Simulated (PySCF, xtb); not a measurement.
Bond stretch in CH4S, SMILES CS. The S2–H6 bond (S2 also carries C; H6 carries nothing else) is varied alone, starting from the PBE0/def2-TZVP optimised geometry. Each curve is given relative to its own lowest point near equilibrium.

```
R / Å      A      B      C      D
-----  -----  -----  -----  -----
1.01   257.7  282.0  262.8  257.4
1.07   149.8  167.9  155.5  143.6
1.15    60.7   72.6   66.1   55.9
1.21    23.6   31.7   27.9   21.4
1.27     4.9    9.3    7.5    4.5
1.30     0.9    3.4    2.5    0.9
1.34     0.0    0.0    0.0    0.0
1.39     4.8    1.4    2.5    3.8
1.41     8.2    3.3    4.9    6.6
1.47    22.6   13.2   16.0   18.5
1.57    56.5   38.9   43.7   47.2
1.64    84.9   61.4   67.3   72.0
1.80   156.1  119.9  126.6  137.2
2.02   221.9  172.6  208.1  227.3
2.20   247.2  194.3  268.5  292.9
2.39   260.8  206.9  324.1  352.1
2.71   270.3  217.0  398.6  428.3
2.97   273.0  220.6  444.0  470.8
3.31   274.2  222.7  487.4  506.3
3.62   274.7  223.5  515.2      —
4.07   274.9  224.1  542.0      —
```

Energies in kJ/mol.

Task: Which curve belongs to which method? The methods are xtb with GFN1-xTB; restricted B3LYP/def2-TZVP in PySCF 2.14.0; PySCF with UHF/def2-TZVP; unrestricted Hartree-Fock/3-21G (PySCF).

Result: A is UHF; B is UHF/3-21G; C is RKS-B3LYP; D is GFN1-xTB.

Dashes: no converged value, or the column stops at the first point that the program doubted or that broke a chosen test of continuity, which isn't proof of a fault.

The unrestricted determinant behind UHF/3-21G, UHF is spin-contaminated at 1.80 to 4.07 Å (<S²> up to 1.0, against 0.00 for a pure singlet). The restricted form behind RKS-B3LYP keeps the bonding electrons paired and can't separate into open-shell fragments.
